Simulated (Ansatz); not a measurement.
Basis sets compared for BH2(vinyl) (C₂H₅B). Charge 0, multiplicity 1. Geometry r2SCAN-D4/def2-TZVP. Ansatz on 4 threads of Arm Neoverse V1 on a shared host; times are rough, and most runs start from earlier orbitals.

Cartesian coordinates in Å:
```
B 0.382 -1.173 0.371
H 1.229 -1.732 1.004
H -0.477 -1.817 -0.160
C 0.363 0.354 0.218
C -0.596 0.962 -0.500
H 1.120 0.986 0.682
H -1.375 0.379 -0.984
H -0.644 2.041 -0.632
```

Binding counts from free atoms (B doublet, H doublet, C triplet) in the same basis, without a counterpoise term.

```
              level  functions  energy (Eh)  HOMO (eV)  LUMO (eV)  binding per atom (eV)  wall time
    PBE-D4/def2-SVP         67    -103.7816      -7.40      -3.02                   4.10      0.4 s
   PBE-D4/def2-TZVP        123    -103.8977      -7.47      -3.10                   4.07      0.6 s
r2SCAN-D4/def2-TZVP        123    -103.9836      -7.63      -2.82                   4.02      1.3 s
   PBE0-D4/def2-SVP         67    -103.8051      -8.46      -2.02                   4.06      0.4 s
  PBE0-D4/def2-TZVP        123    -103.9180      -8.49      -2.10                   4.03        1 s
```

Task: Estimate the rows for PBE-D4/def2-TZVPD, r2SCAN-D4/def2-TZVPD, PBE0-D4/def2-TZVPD.

Result: 
| level | functions | energy (Eh) | HOMO (eV) | LUMO (eV) | binding per atom (eV) | wall time |
| --- | --- | --- | --- | --- | --- | --- |
| PBE-D4/def2-TZVPD | 156 | -103.8981 | -7.48 | -3.12 | 4.07 | 0.95 s |
| r2SCAN-D4/def2-TZVPD | 156 | -103.9838 | -7.64 | -2.83 | 4.02 | 2.5 s |
| PBE0-D4/def2-TZVPD | 156 | -103.9182 | -8.50 | -2.11 | 4.03 | 1.6 s |
